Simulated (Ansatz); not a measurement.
# C2H4Al (charge -1), SMILES C#[C][AlH3-]: a relaxed scan of one distance

Program: the Python package of Ansatz (0.2.0).

`run_relaxed_scan.py`:
```python
"""Relaxed scan of one distance in C2H4Al(-)."""

import ansatz as az
from ase import Atoms
import numpy as np


def main() -> None:
    atoms = Atoms(["C", "C", "Al", "H", "H", "H", "H"], positions=[
        (2.0269, -0.1093, -0.2575),
        (0.833, -0.0449, -0.1058),
        (-1.0892, 0.0587, 0.1384),
        (3.0753, -0.1658, -0.3907),
        (-1.6995, 1.1139, -0.8933),
        (-1.736, -1.378, -0.1225),
        (-1.4105, 0.5253, 1.6315),
    ])
    geometry = az.Crystal.molecule_from_ase(atoms)

    setup = (
        geometry.calculation()
        .basis(gaussian="def2-SVP")
        .functional("B3LYP")
        .charge(-1)
    )
    symbols = [site.symbol for site in geometry.cartesian_sites]
    pairs = [(0, 1), (0, 3), (1, 2), (2, 4), (2, 5), (2, 6)]
    print("held (A)   E (eV)        ", "  ".join(f"{symbols[i]}{i}-{symbols[j]}{j}" for i, j in pairs))
    for length in [0.97, 1.06, 1.14, 1.27, 1.43]:
        r = setup.relax(constraints=[az.DistanceConstraint((0, 3), at=length)], force_tolerance=0.02, max_steps=60).run(threads=1, backend="cpu").report
        xyz = np.array(r["positions_ang"])
        print(f"{length:6.2f} {r['free_energy_ev']:14.5f}  ", "  ".join(f"{np.linalg.norm(xyz[i] - xyz[j]):.3f}" for i, j in pairs))


if __name__ == "__main__":
    main()
```

```console
$ python run_relaxed_scan.py
held (A)   E (eV)         C0-C1  C0-H3  C1-Al2  Al2-H4  Al2-H5  Al2-H6
DeckWarning: relax.constraints: the input's atoms, or those drawn, lie off the distances that are held; a relaxation that starts there is brought onto them ahead of its first SCF, by positions alone, [...]
  0.97    -8732.20167   1.227  0.970  2.011  1.637  1.637  1.637
  1.06    -8732.46028   1.227  1.060  2.011  1.637  1.637  1.637
  1.14    -8732.38868   1.228  1.140  2.011  1.636  1.636  1.636
  1.27    -8731.93078   1.229  1.270  2.012  1.635  1.635  1.635
  1.43    -8731.10249   1.229  1.430  2.013  1.635  1.635  1.635
```
(Warnings from the package without file and line, shortened, repeats left out.)

Total energies depend on the basis set; only differences at equal settings carry meaning. The energies are electronic: no zero-point or thermal terms, and the basis set is short of its limit. b3lyp holds the VWN-RPA fit, as in Gaussian; the form of ORCA and Turbomole is b3lyp5. Anions want diffuse functions, which this basis lacks. Timing: 47 s on 1 thread of Arm Neoverse V1 (shared host), peak memory 0.2 GiB.
